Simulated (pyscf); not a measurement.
Optimised with ωB97X-D3(BJ)/def2-SVP in PySCF. MP2 and CC: frozen core, UHF for open shells. ΔMP2 is the change of the MP2 total energy from the triple- to the quadruple-zeta basis. Singlets are restricted, triplets unrestricted.

Singlet (Å):
```xyz
2

Al     1.4422    -2.1193    -0.4763
H      0.4573    -1.1950    -1.4393
```

Triplet (Å):
```xyz
2

Al     0.3392     1.0322     0.5100
H      1.1566     0.4842    -0.7568
```

### Question
For these two minima of AlH, which spin state lies lower at CCSD(T)/def2-TZVPP + ΔMP2(QZVPP), and by how much (electronic energies)?

### Answer
The singlet, by 183.3 kJ/mol. Zero-point energy shifts E(triplet) − E(singlet) by +0.7 kJ/mol. 

E(triplet) − E(singlet) by level (kJ/mol):

```tsv
level	gap
ωB97X-D3(BJ)/def2-TZVP	+186.6
PBE/def2-TZVP	+163.9
r²SCAN/def2-TZVP	+143.8
B3LYP-D3(BJ)/def2-TZVP	+183.2
PBE0-D3(BJ)/def2-TZVP	+160.9
M06-2X/def2-TZVP	+184.3
ωB97M-D3(BJ)/def2-TZVP	+204.2
HF/def2-TZVP	+112.9
MP2/def2-QZVPP	+167.4
CCSD/def2-TZVPP	+181.3
CCSD(T)/def2-TZVPP	+181.3
CCSD(T)/def2-TZVPP + ΔMP2(QZVPP)	+183.3
```

The triplet is the lowest one reached from the SCF start used. The CCSD(T) − MP2 part came from Ansatz, without density fitting, on the same reference. The term symbol of open-shell AlH was not checked; spin-orbit terms are left out.
